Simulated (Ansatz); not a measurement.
**SiC (P6_3mc)**

Theory: Ansatz 0.2.0, DFT PBE, scalar-relativistic, plane waves, PAW.

Settings: cutoff 420 eV, Γ-centred mesh 12×12×2 on the computed 12-atom cell, Gaussian smearing of 0.02 eV; no spin polarisation.

The structure is relaxed at this level of theory with its symmetry kept.

```
Si C
1.0
     1.54742   -2.68023    0.00000
     1.54742    2.68023    0.00000
     0.00000    0.00000   15.18646
Si C
6 6
Direct
  0.16666 0.83334 0.85771
  0.83334 0.16666 0.35771
  0.50000 0.50000 0.52448
  0.50000 0.50000 0.02448
  0.83333 0.16667 0.69121
  0.16667 0.83333 0.19121
  0.50000 0.50000 0.64984
  0.50000 0.50000 0.14984
  0.16667 0.83333 0.98269
  0.83333 0.16667 0.48269
  0.83333 0.16667 0.81620
  0.16667 0.83333 0.31620
```

```
Space group                                                                                                                                 : P6_3mc (No. 186)
Volume per atom                                                                                                                             : 10.50 Å³
Formation energy from the elements' standard states (uncorrected)                                                                           : -0.204 eV/atom
Kohn–Sham band gap                                                                                                                          : 2.02 eV, indirect from Γ to (0.000, -0.500, 0.229)
Löwdin character of the top 1 eV of the valence band                                                                                        : C 2p 83 %, Si 3p 14 %
Löwdin character of the lowest 1 eV of the conduction band                                                                                  : Si 3p 46 %, C 2s 23 %, C 2p 10 %, unprojected 17 %
Electron masses at the edge by Cartesian direction of the standard setting (m_e; degenerate bands sorted by energy; no spin-orbit coupling) : x: 0.49; y: 0.29; z: 1.6
Hole masses at the edge by Cartesian direction of the standard setting (m_e; degenerate bands sorted by energy; no spin-orbit coupling)     : x: 2.8, 0.31; y: 3.7, 0.30; z: 1.6, 1.6
Bulk modulus                                                                                                                                : 213 GPa
Its pressure derivative                                                                                                                     : 3.9
Electronic dielectric constant xx, yy, zz of the standard setting (independent particles)                                                   : 7.3, 7.3, 7.5
```

Cost: 12 runs of about 47 core-minutes in all, on AMD EPYC (Zen 3) (shared hosts).